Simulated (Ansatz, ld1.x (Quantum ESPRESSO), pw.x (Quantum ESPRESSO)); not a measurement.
What a changed setting does to a pw.x run (diamond Ge)

Potential: PAW, ld1.x (Quantum ESPRESSO) 7.5, PBE; core [Ar] 3d10, reference 4s1.5 4p2.5; waves: 4s (bound): rcut 1.65, rcutus 1.90 bohr; 4s channel at -0.5 Ry: rcut 1.65, rcutus 1.90 bohr; 4p (bound): rcut 1.95, rcutus 2.45 bohr; 4p channel at 0.35 Ry: rcut 1.95, rcutus 2.45 bohr; 4d channel at 0.4 Ry: rcut 1.90, rcutus 2.40 bohr; 4d channel at 3.15 Ry: rcut 1.90, rcutus 2.40 bohr; local part: all-electron potential smoothed inside 1.90 bohr (lloc = -2); core correction: Bessel-smoothed model core, default radius (core density twice the valence density); augmentation: PSQ, inside the norm-conserving radii.

The reference run (k-mesh 8³, cutoffs 40/320 Ry, Fermi–Dirac 0.01 Ry, mixing_beta 0.4, conv_thr 1e-9, no spin) gives 0.53 GPa at 23.951 Å³/atom, where all-electron LAPW gives 0.00 GPa. This run, with its own iteration cap, changes ecutrho/ecutwfc to 16.

```
&control
  calculation='scf', prefix='x', pseudo_dir='./', outdir='./tmp', tstress=.true., disk_io='none'
/
&system
  ibrav=0, nat=2, ntyp=1, ecutwfc=40, ecutrho=640, nbnd=11,
  occupations='smearing', smearing='fd', degauss=0.01
/
&electrons
  conv_thr=1e-09, mixing_beta=0.4, electron_maxstep=50
/
ATOMIC_SPECIES
Ge 1.0 Ge.UPF
CELL_PARAMETERS angstrom
  0.00000000 2.88253474 2.88253474
  2.88253474 0.00000000 2.88253474
  2.88253474 2.88253474 0.00000000
ATOMIC_POSITIONS crystal
Ge 0.0000 0.0000 0.0000
Ge 0.2500 0.2500 0.2500
K_POINTS automatic
8 8 8 0 0 0
```

```bash
pw.x < Ge.scf.in > Ge.scf.out
```

Problem. How does the run end?

Solution. It converges in 7 iterations; the free energy moves by +0.0 meV/atom and the pressure by +0.00 GPa. The result is that of the reference run.

```
Message from routine setup:
     using ibrav=0 with symmetry is DISCOURAGED, use correct ibrav instead
     lattice parameter (alat)  =       7.7035  a.u.
     unit-cell volume          =     323.2587 (a.u.)^3
     number of electrons       =         8.00
     number of Kohn-Sham states=           11
     kinetic-energy cutoff     =      40.0000  Ry
     charge density cutoff     =     640.0000  Ry
     scf convergence threshold =      1.0E-09
     Exchange-correlation= SLA  PW   PBX  PBC
     number of k points=    29  Fermi-Dirac smearing, width (Ry)=  0.0100
     iteration #  1     ecut=    40.00 Ry     beta= 0.40
     total energy              =    -328.28942582 Ry
     estimated scf accuracy    <       0.04941270 Ry
     iteration #  2     ecut=    40.00 Ry     beta= 0.40
     total energy              =    -328.28680229 Ry
     estimated scf accuracy    <       0.01271748 Ry
     iteration #  3     ecut=    40.00 Ry     beta= 0.40
     total energy              =    -328.28766441 Ry
     estimated scf accuracy    <       0.00015506 Ry
     iteration #  4     ecut=    40.00 Ry     beta= 0.40
     total energy              =    -328.28767494 Ry
     estimated scf accuracy    <       0.00000045 Ry
     iteration #  5     ecut=    40.00 Ry     beta= 0.40
     total energy              =    -328.28767516 Ry
     estimated scf accuracy    <       0.00000010 Ry
     iteration #  6     ecut=    40.00 Ry     beta= 0.40
     total energy              =    -328.28767518 Ry
     estimated scf accuracy    <          2.5E-09 Ry
     iteration #  7     ecut=    40.00 Ry     beta= 0.40
     the Fermi energy is     5.2569 ev
!    total energy              =    -328.28767518 Ry
     estimated scf accuracy    <          3.4E-10 Ry
     smearing contrib. (-TS)   =      -0.00079362 Ry
     The total energy is F=E-TS. E is the sum of the following terms:
     one-electron contribution =       5.16005133 Ry
     hartree contribution      =       1.20137047 Ry
     xc contribution           =     -34.14670188 Ry
     ewald contribution        =     -15.82257851 Ry
     one-center paw contrib.   =    -284.67902296 Ry
     convergence has been achieved in   7 iterations
          total   stress  (Ry/bohr**3)                   (kbar)     P=        5.30
     Message from routine punch:
     Nothing written, as per user request (disk_io='none')
```

The run took about 13 s on one core of a shared host (Neoverse-V2, 96 threads, 742 GiB, load 76).
